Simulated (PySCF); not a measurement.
Atoms are numbered as in `[CH3:1][C:2]#[C:3][CH:4]=[O:5]`. Hydrogens are named by the atom that carries them.

GIAO PBE0/pcSseg-1 shifts (PySCF 2.14.0 with density-fitted response routines, gas phase, non-relativistic, equivalent atoms averaged), each against references optimised in the same way as the molecule (TMS, H2O).

On the GFN2-xTB geometry: C4 180.9, C2 102.9, C3 85.9, C1 5.3, O5 739.9, H(C4) 9.48, H(C1) 2.27 ppm.

What changes on the PBE0-D3(BJ)/def2-SVP geometry?

Results:


```json
{"atoms": "C4", "δ (ppm)": "178.9", "change": "-2.0"}
{"atoms": "C2", "δ (ppm)": "99.3", "change": "-3.6"}
{"atoms": "C3", "δ (ppm)": "85.1", "change": "-0.8"}
{"atoms": "C1", "δ (ppm)": "5.1", "change": "-0.2"}
{"atoms": "O5", "δ (ppm)": "741.8", "change": "+1.9"}
{"atoms": "H(C4)", "δ (ppm)": "9.20", "change": "-0.28"}
{"atoms": "H(C1)", "δ (ppm)": "2.12", "change": "-0.15"}
```

Bonds between heavy atoms that differ most (equivalent bonds averaged): C3–C4 1.424 → 1.445 Å, C2–C3 1.206 → 1.216 Å, C1–C2 1.439 → 1.449 Å, C4–O5 1.203 → 1.205 Å. Mean change of bonds to hydrogen: C–H +0.011 Å.
